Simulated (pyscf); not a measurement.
PySCF, gas phase, ωB97X-D3(BJ)/def2-SVP geometries. Correlated levels are frozen-core, on RHF or UHF. ΔMP2 is the change of the MP2 total energy from the triple- to the quadruple-zeta basis.

Problem. For methane (CH₄) + :HSi–Cl [singlet] → H₃C–SiH₂–Cl, an insertion (singlet surface; C–H broken, C–Si, H–Si formed), PBE/def2-TZVP gives ΔE‡ = 23.8 kcal/mol and ΔE = -43.8 kcal/mol (zero: the separated reactants). In which direction and how far do r²SCAN/def2-TZVP, ωB97M-D3(BJ)/def2-TZVP, CCSD(T)/def2-TZVPP + ΔMP2(QZVPP) move these?

Solution. r²SCAN: ΔE‡ = 22.9 kcal/mol, ΔE = -50.0 kcal/mol; ωB97M-D3(BJ): ΔE‡ = 32.5 kcal/mol, ΔE = -45.1 kcal/mol; CCSD(T): ΔE‡ = 30.9 kcal/mol, ΔE = -46.4 kcal/mol. PBE's barrier lies among them. Its reaction energy lies over all of them, by 1.3 to 6.2 kcal/mol. The same reactants have a lower exit, to H₃C–Si:–Cl [singlet] + H₂ (barrier +26.6 kcal/mol at ωB97M-D3(BJ), against +32.5 kcal/mol here). One saddle was located; it need not be the lowest between these sides. The CCSD(T) − MP2 part came from Ansatz, without density fitting, on the same reference.
